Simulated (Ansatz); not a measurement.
The input, for Ansatz 0.2.0:

```yaml
crystal:
  periodic: [false, false, false]
  atoms:
    - {symbol: Al, position_ang: [0.000000, -0.148747, 1.311961]}
    - {symbol: Al, position_ang: [0.000000, 0.158261, -1.304817]}
    - {symbol: H, position_ang: [0.000000, 0.884442, 2.087709]}
    - {symbol: H, position_ang: [0.000000, -1.139141, -2.278944]}
basis:
  gaussian: {orbitals: "6-31G*", fitting: {mean_field: def2-universal-jkfit}}
correlation: {active_space: {window: {electrons: 4, orbitals: 2}}}
```

```sh
$ ansatz run in.yaml --threads 1 --pin off --events-out ev --progress --plain --max-ram 2393MiB
```

Log:

```
292 factors; integrals over basis functions are off by at most 1.0e-1 eV
mean field evaluation 1: about -13192.8314 eV, gradient 8.4e0 eV
mean field evaluation 2: about -13193.2913 eV, gradient 2.5e0 eV
mean field evaluation 4: about -13193.3474 eV, gradient 1.2e-1 eV
mean field -13193.34769313 eV, -484.8465849504 hartree, gradient 2.3e-6 eV, S^2 0.000000; 0 other end points of the search recorded, 0 dependent functions left out
reference -13193.34769313 eV, -484.8465849504 hartree; 14, 14 occupied and 28, 28 virtual orbitals, 292 factors
state -13193.34769313 eV, -484.8465849504 hartree
Total energy: -13193.34769313 eV, -484.8465849504 hartree
```

Natural occupations: 2.0000 2.0000.

Ran on 1 thread of Arm Neoverse V1, shared host: 1.4 s wall, 0.07 GiB peak host memory.
